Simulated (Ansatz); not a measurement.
We consider A-type hexagonal La₂O₃, described by PBE in Ansatz (plane waves, PAW).

Numerical settings: plane-wave cutoff 520 eV, 12×12×6 k mesh (along the axes of the cell as run), Fermi–Dirac smearing 0.01 eV, scalar-relativistic PAW data made under PBE.

The cell is scaled about its equilibrium volume:

Shape and atoms are relaxed at each volume.

```
V (Å³/atom)  P (GPa)  direct gap at Γ (eV)  smallest gap on the k mesh (eV)  c (Å)
-----------  -------  --------------------  -------------------------------  -----
15.976          4.79                 4.519                            3.864  6.031
16.309          2.28                 4.420                            3.848  6.112
16.642         -0.01                 4.321                            3.833  6.187
16.975         -2.07                 4.223                            3.815  6.262
17.307         -3.96                 4.125                            3.795  6.332
```

The fundamental gap (3.83 eV at the equilibrium volume, with added k points) lies elsewhere than Γ–Γ.

Spin–orbit coupling is not included.

Ansatz is an electronic-structure program.
